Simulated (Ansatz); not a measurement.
Process, species as SMILES: C(=C)Cl → 2 C atom + Cl atom + 3 H atom
B3LYP-D3(BJ)/def2-TZVP geometries, fixed; electronic energies without zero-point terms.

The atomisation energy at MP2 with Ansatz (a first-principles code), in kcal/mol, split into its Hartree-Fock and correlation parts. Cores are frozen. Open shells are unrestricted. No added dispersion term, no relativity. Functions are those of the species that has most.

| basis | X | functions | Hartree-Fock | MP2 |
|---|---|---|---|---|
| cc-pV(D+d)Z | 2 | 66 | 390.52 | 510.30 |
| cc-pV(T+d)Z | 3 | 141 | 398.07 | 538.34 |
| cc-pV(Q+d)Z | 4 | 264 | 398.84 | 547.01 |

Worked estimate of the basis-set limit from each neighbouring pair, with Hartree-Fock from the larger set and the correlation part extrapolated as X^-3.
Correlation parts: X = 2: 119.78, X = 3: 140.27, X = 4: 148.17.
- (2,3): (27·(140.27) - 8·(119.78))/19 = 148.90; with Hartree-Fock 398.07 the estimate is 546.97 kcal/mol.
- (3,4): (64·(148.17) - 27·(140.27))/37 = 153.93; with Hartree-Fock 398.84 the estimate is 552.77 kcal/mol.
The last two estimates differ by 5.81 kcal/mol; the largest set lies 5.76 from the last. Over the last step Hartree-Fock moves by 0.77 and the correlation part by 7.90.
